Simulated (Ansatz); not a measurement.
`C[SiH2]F`. Charge 0, multiplicity 1.

```xyz
8

C    -0.419    0.887   -0.080
Si    0.336   -0.800    0.054
F     1.787   -0.681    0.727
H     0.199    1.545   -0.696
H    -1.408    0.820   -0.542
H    -0.535    1.345    0.905
H    -0.478   -1.695    0.915
H     0.519   -1.422   -1.282
```

Q: Give the diagnostics of a CCSD(T)/def2-TZVPP run (frozen core, Ansatz 0.2.0). (An estimate is asked.)

A: Computed: T1 = 0.0103, largest single amplitude 0.012, largest double 0.027, (T) share of the correlation energy 2.9 %, 8 CCSD cycles. The RHF solution is stable towards an unrestricted one. T1 lies under the customary mark of 0.02 for closed shells.
